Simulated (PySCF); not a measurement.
**B2H6: from structure and modes to constants**

Method: PySCF, PBE0, basis B def2-TZVP, H def2-TZVP (no relativity, density fitting).

The singlet minimum has D2h symmetry. Masses (u): B 11.00930, H 1.00782.

```xyz
8
charge 0 multiplicity 1, angstrom
B     0.8736    0.0000    0.0000
B    -0.8736    0.0000    0.0000
H     0.0000    0.9821    0.0000
H     0.0000   -0.9821    0.0000
H     1.4535    0.0000    1.0400
H     1.4535    0.0000   -1.0400
H    -1.4535    0.0000    1.0400
H    -1.4535    0.0000   -1.0400
```

Harmonic wavenumbers (cm⁻¹): 334.2 (b2u, ×1), 821.3 (ag, ×1), 848.1 (au, ×1), 898.6 (b2g, ×1), 910.0 (b2u, ×1), 928.6 (b3g, ×1), 979.0 (b3u, ×1), 991.1 (b1g, ×1), 1181.2 (b1u, ×1), 1190.0 (ag, ×1), 1723.7 (b1u, ×1), 1896.0 (b2g, ×1), 2041.0 (b3u, ×1), 2193.0 (ag, ×1), 2605.7 (b1u, ×1), 2619.7 (ag, ×1), 2697.4 (b3g, ×1), 2712.6 (b2u, ×1).

Problem. What is the harmonic zero-point energy?

Solution. Half the sum of all 18 wavenumbers, 27571/2 = 13786 cm⁻¹, which is 164.9 kJ/mol (1 cm⁻¹ = 0.0119627 kJ/mol).

Problem. Find the vibrational entropy and heat capacity at 298.15 K.

Solution. With u = 1.43878 ω/T, each mode gives S = R[u/(eᵘ−1) − ln(1−e⁻ᵘ)] and C = R u² eᵘ/(eᵘ−1)².
```
ω (cm⁻¹)       u  S (J/(mol K))  C (J/(mol K))
   334.2   1.613           5.19           6.72
   821.3   3.963           0.80           2.58
   848.1   4.093           0.72           2.40
   898.6   4.337           0.59           2.10
   910.0   4.391           0.56           2.04
   928.6   4.481           0.52           1.93
   979.0   4.724           0.43           1.68
   991.1   4.783           0.41           1.62
  1181.2   5.700           0.19           0.91
  1190.0   5.742           0.18           0.88
  1723.7   8.318           0.02           0.14
  1896.0   9.149           0.01           0.07
  2041.0   9.849           0.00           0.04
  2193.0  10.583           0.00           0.02
  2605.7  12.574           0.00           0.00
  2619.7  12.642           0.00           0.00
  2697.4  13.017           0.00           0.00
  2712.6  13.090           0.00           0.00
```
The sums over all modes are S = 9.6 and C = 23.2 J/(mol K); the softest mode gives 54 % of the entropy.

Problem. Give the standard entropy (298.15 K, 1 bar) by its translational, rotational, vibrational and spin parts, and Cp.

Solution. Sackur–Tetrode with M = 28.07 u gives 150.4; rotation with symmetry number 4 gives 72.5; vibration 9.6; spin R ln 1 = 0.0. The total is 232.5 J/(mol K), and Cp = 4 R + 23.2 = 56.4 J/(mol K).

Only a few start shapes were tried, so a lower isomer may exist.
